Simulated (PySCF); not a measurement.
**Spin states of P₂⁺**

Unrestricted PBE0; basis P def2-TZVP; no relativity; PySCF 2.14. Outer shells of the fragments: P+ 3s2 3p2; P 3s2 3p3.

Followed along the bond (rough minima from three points):

```
2Ms+1     unpaired  ⟨S²⟩ at the start  R at minimum (Å)  Te (eV)
    2          π ↑               0.97              1.97     0.00
    2          σ ↑               1.61              1.88     0.40
    4        π ↑↑↑               3.76              2.22     1.71
    2        π ↑↑↓               1.77              2.22     2.09
    6  σ ↑, π ↑↑↑↑               8.75  none in the scan   ≤ 2.88
```

Solutions found at the starting distance of 2.230 Å, counted from the lowest of them; the search is not exhaustive and high or unbound solutions are not listed, so other states can lie among these:

| 2Ms+1 | unpaired | term | E (eV) | ⟨S²⟩ | ⟨Lz²⟩ |
| --- | --- | --- | --- | --- | --- |
| 2 | π ↑ | ²Π | 0.00 | 0.97 | 1.08 |
| 2 | σ ↑ | mixed | 0.81 | 1.61 | 0.00 |
| 4 | π ↑↑↑ | ⁴Π | 0.99 | 3.76 | 1.01 |
| 2 | π ↑↑↓ | mixed | 1.38 | 1.77 | 3.04 |
| 4 | σ ↑, π ↑↑ | mixed | 1.80 | 3.95 | 2.02 |
| 2 | σ ↓, π ↑↑ | mixed | 2.29 | 1.78 | 2.02 |
| 6 | σ ↑, π ↑↑↑↑ | ⁶Σ⁺ | 2.40 | 8.75 | 0.00 |
| 4 | σ ↑, π ↑↑ | mixed | 2.49 | 3.76 | 2.01 |
| 2 | π ↑ | mixed | 2.84 | 0.76 | 3.01 |
| 2 | σ ↓, π ↑↑ | mixed | 2.97 | 1.78 | 2.01 |

A term symbol is given only where ⟨S²⟩ and ⟨Lz²⟩ are close to those of a pure state; real π, δ and φ orbitals otherwise mix terms, and g/u labels are left off.

Task: Compare the gap between the two lowest followed solutions at the starting distance with the gap between their minima.

Result: At PBE0 the second solution (Ms = 0.5 of mixed spin, unpaired electrons σ ↑) lies +0.81 eV from the first (doublet, unpaired electrons π ↑) at 2.230 Å and +0.40 eV at the minima; the two curves relax by different amounts, since their minima lie near 1.88 and 1.97 Å.

Counting both spins, an empty level lies below a filled one in some of these solutions, because spin and occupation are held.
